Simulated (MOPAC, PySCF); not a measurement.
C2H4, SMILES `C=C`, neutral singlet in the gas phase. 

Cartesian coordinates (Å):
```xyz
6

C      0.6553    -0.0963    -0.0125
C     -0.6553     0.0963     0.0124
H      1.3441     0.7039    -0.2555
H      1.0935    -1.0620     0.2093
H     -1.3441    -0.7039     0.2556
H     -1.0935     1.0620    -0.2093
```
Charge 0, multiplicity 1.

All levels are single points at this geometry (B3LYP-D3(BJ)/def2-TZVPD); Pople sets use spherical d functions. Orbital energies aren't observables, and empty levels follow the basis.

PM3 in MOPAC gives HOMO (eV) = -10.63.

Problem. Estimate the HOMO (eV) from each of these levels: B3LYP-D3(BJ)/def2-TZVPD in PySCF; M06-2X/def2-TZVPD in PySCF; PBE-D3(BJ)/def2-TZVPD in PySCF; B3LYP/3-21G in PySCF; B3LYP/6-31G* in PySCF; BP86/6-31G* in PySCF; PBE/6-31G* in PySCF; HF/3-21G in PySCF; HF/6-31G* in PySCF; AM1 in MOPAC; PM6 in MOPAC; PM7 in MOPAC.

Solution. 
```tsv
level	HOMO (eV)
B3LYP-D3(BJ)/def2-TZVPD in PySCF	-7.67
M06-2X/def2-TZVPD in PySCF	-9.15
PBE-D3(BJ)/def2-TZVPD in PySCF	-6.78
B3LYP/3-21G in PySCF	-7.38
B3LYP/6-31G* in PySCF	-7.28
BP86/6-31G* in PySCF	-6.45
PBE/6-31G* in PySCF	-6.36
HF/3-21G in PySCF	-10.28
HF/6-31G* in PySCF	-10.14
AM1 in MOPAC	-10.58
PM6 in MOPAC	-10.69
PM7 in MOPAC	-10.78
```
